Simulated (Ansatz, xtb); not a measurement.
A geometry optimisation of CH2BO+ with r2SCAN-D4/def2-SVP

The starting geometry of this gas-phase singlet was built from a drawn formula by distance geometry and a force field; its bonds are those of `[BH+]C=O`.

```csv
atom,x (Å),y (Å),z (Å)
C,0.8710,1.1702,0.2093
B,-0.3721,1.7440,0.8785
O,1.8090,1.9160,-0.0666
H,-0.8600,1.6508,1.6459
H,0.8822,0.1461,-0.1203
```

Q: Predict what it relaxes into with r2SCAN-D4/def2-SVP.

A: It rearranges to `B1[CH+]O1`. Distances that change by over a tenth: B2–H4 (0.91 → 1.18 Å). Contacts that close: B2–O3 (2.38 → 1.43 Å).

The energy falls by 3.93 eV over 13 steps:

```json
{"step": "1", "E − E(last) (eV)": "3.931"}
{"step": "2", "E − E(last) (eV)": "2.162"}
{"step": "4", "E − E(last) (eV)": "1.922"}
{"step": "5", "E − E(last) (eV)": "1.500"}
{"step": "6", "E − E(last) (eV)": "1.372"}
{"step": "8", "E − E(last) (eV)": "0.929"}
{"step": "9", "E − E(last) (eV)": "0.292"}
{"step": "10", "E − E(last) (eV)": "0.041"}
{"step": "12", "E − E(last) (eV)": "0.000"}
{"step": "13", "E − E(last) (eV)": "0.000"}
```

Final geometry (Å):

```yaml
atoms:
  - { symbol: C, position_ang: [0.7748, 0.7903, 0.0919] }
  - { symbol: B, position_ang: [-0.0576, 1.6530, 0.9745] }
  - { symbol: O, position_ang: [1.1805, 1.9822, 0.3374] }
  - { symbol: H, position_ang: [-0.8653, 2.1468, 1.6850] }
  - { symbol: H, position_ang: [1.2976, 0.0549, -0.5420] }
```

From the same start GFN2-xTB ends elsewhere, differing in C1–H5 (2.33 against 1.10 Å here), B2–O3 (2.63 against 1.43 Å here), B2–H5 (1.17 against 2.59 Å here).

No frequencies were run, so the end isn't proven a minimum. Run with Ansatz 0.2.0, 35 s on 1 thread of AMD EPYC (Zen 3), with other jobs on the host.
